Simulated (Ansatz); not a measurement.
# AlPH₃+ (triplet): the correlation ladder, cc-pVTZ

Aim: climb from Hartree-Fock through coupled cluster for AlPH₃+ (triplet) at one geometry and basis, and see what each rung misses.

The runs use Ansatz 0.2.0, Gaussian basis; cc-pVTZ, core rule «outside noble gas», up to 10 orbitals frozen.

Plan: UHF; CCSD(T) on ROHF; CCSD(T) on UHF; BCCD(T) on ROHF; CCSDT(Q) on ROHF; CCSDT(Q) on UHF.

### Step 1. What is computed

The geometry is a PBE0/def2-TZVP stationary point (not a proven minimum) of the parent state, kept for this charge and spin.

5 atoms, charge 1, spin multiplicity 3.

Atoms are counted from 1 here; the program's logs count them from 0.

Bond lengths: Al1–P2 2.345 Å, Al1–H3 1.606 Å, P2–H4 1.424 Å, P2–H5 1.419 Å. Angles: P2–Al1–H3 115.6°, Al1–P2–H4 91.6°, Al1–P2–H5 95.5°, H4–P2–H5 94.5°.

In the tables R marks a restricted open-shell determinant and U an unrestricted one; correlation energies count from the lowest restricted Hartree-Fock solution.

### Step 2. UHF

in.yaml reads:

```yaml
crystal:
  periodic: [false, false, false]
  atoms:
    - {symbol: Al, position_ang: [0.042298, -0.119616, 1.254150]}
    - {symbol: P, position_ang: [-0.090450, 0.068392, -1.079457]}
    - {symbol: H, position_ang: [-0.052697, 1.261982, 2.066825]}
    - {symbol: H, position_ang: [1.035122, 0.939745, -1.114035]}
    - {symbol: H, position_ang: [0.664801, -1.101382, -1.353659]}
basis:
  gaussian: {orbitals: cc-pVTZ}
total_charge: 1
magnetization: {spin_polarized: true, initial_magnetization: 2}
hamiltonian: {xc: hf}
output: {orbitals: {seedname: orbitals}}
```

The run is started by

```bash
$ ansatz run in.yaml --threads 1 --pin off --events-out ev --progress --plain --max-ram 4096MiB --backend cpu
```

Further steps of the session: CCSD(T) on ROHF; CCSD(T) on UHF; BCCD(T) on ROHF; CCSDT(Q) on ROHF; CCSDT(Q) on UHF.

Before running them: what should the planned runs give, taken together? Wanted: correlation energy, UCCSDT(Q); RMP2 from UCCSDT(Q); UMP2 from UCCSDT(Q); RCCSD from UCCSDT(Q); RCCSD(T) from UCCSDT(Q); UCCSD(T) from UCCSDT(Q); RCCSDT(Q) from UCCSDT(Q); T1 diagnostic.

As calculated:

```
                                      quantity                      value
                 correlation energy, UCCSDT(Q)                 -6.3644 eV
                           RMP2 from UCCSDT(Q)                +1332.0 meV
                           UMP2 from UCCSDT(Q)                +1312.7 meV
                          RCCSD from UCCSDT(Q)                 +282.3 meV
                       RCCSD(T) from UCCSDT(Q)                  +57.1 meV
                       UCCSD(T) from UCCSDT(Q)                  +54.4 meV
                      RCCSDT(Q) from UCCSDT(Q)                   +2.9 meV
levels of the table within 1 kcal/mol (43 meV)  RCCSDT, UCCSDT, RCCSDT(Q)
                                 T1 diagnostic                      0.045
```

What this shows: RCCSD(T) lands +57.1 meV from the yardstick (0.9 % of the correlation energy). These misses are within one basis, not against nature; the frozen cores of restricted and unrestricted runs differ, which can shift their rows.
